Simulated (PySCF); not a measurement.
nitrogen trifluoride (F3N), SMILES FN(F)F. Atoms are numbered in the order given.

```xyz
4

F     -1.0709     0.6183    -0.1252
N      0.0000     0.0000     0.4827
F      0.0000    -1.2366    -0.1252
F      1.0709     0.6183    -0.1252
```
Charge 0, spin multiplicity 1.

Geometry optimised at B3LYP-D3(BJ)/def2-TZVP.

Two levels are set side by side: PBE/pcJ-1 (PySCF) and B3LYP/pcJ-1 (PySCF). One-bond couplings, all four terms, same geometry. Isotopes: 14N, 19F. Differences are taken from unrounded values.

```
quantity           PBE
--------------  ------
¹J(F1,N2) (Hz)  -195.4
¹J(N2,F3) (Hz)  -195.4
¹J(N2,F4) (Hz)  -195.4
```

Task: These are the PBE values. What does B3LYP give? (The exact figures need the calculation; the answer reports its results.)

Result: 
```csv
quantity,B3LYP,PBE minus B3LYP
"¹J(F1,N2) (Hz)",-187.0,-8.3
"¹J(N2,F3) (Hz)",-187.0,-8.3
"¹J(N2,F4) (Hz)",-187.0,-8.3
```

Rough cost on one machine, each run with all the roots and properties that it gave: B3LYP against PBE within a factor of 2.
